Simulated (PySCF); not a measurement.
Input of a run (PBE0-D3(BJ)/def2-SVP geometry optimisation, gas phase (PySCF 2.14.0)), started from GFN2-xTB:
```
{"job": {"xc": "PBE0", "basis": "def2-SVP", "d3": "d3bj", "grid": 1, "maxiter": 40, "kind": "geom"}, "charge": -1, "multiplicity": 1}
Al    -0.006940     0.007910    -0.620420
C      0.003570    -0.008410     1.405440
N      0.029370    -0.033690     2.563760
H      1.527250     0.022600    -1.121070
H     -0.786890     1.336660    -1.107190
H     -0.766370    -1.325080    -1.120530
```

Output (energies in Eh, forces in Eh/bohr):
```
step   0  E = -336.75854675  max force = 0.015956
step   1  E = -336.75894678  max force = 0.001229
step   2  E = -336.75895744  max force = 0.000479
step   3  E = -336.75896092  max force = 0.000248
optimisation converged
```

**Question.** Summarise the run.

**Answer.** The energy falls by 0.011 eV over 4 energy and gradient evaluations, the largest force component goes from 0.0160 to 2.5e-04 Eh/bohr, and the atoms move by 0.021 Å rms after alignment. Among the bonds, Al1–H4 and Al1–H6 change most and about equally (+0.018 Å). Bonds longer at the end by more than 0.005 Å: 4 of 5; shorter: 0. The energy never rose by more than 1e-6 Eh on the way. The first step brought 97 % of the lowering.

**Question.** What are the final bond lengths?

**Answer.** Al1–C2 2.031 Å, Al1–H4 1.632 Å, Al1–H5 1.632 Å, Al1–H6 1.632 Å, C2–N3 1.166 Å. Numbering counts from 1 in the input's order; the species is [Al(CN)H3]- (`[H][Al-]([H])([H])[C]#N`).

The run used 61 basis functions and 24 SCF cycles in all. Hardware: Arm Neoverse V1, one thread, no GPU (shared host). Cost: 3.8 s of wall time.

PBE0-D3(BJ)/def2-SVP frequencies: not computed here. The geometry's basis has no diffuse functions, a weakness for an anion.
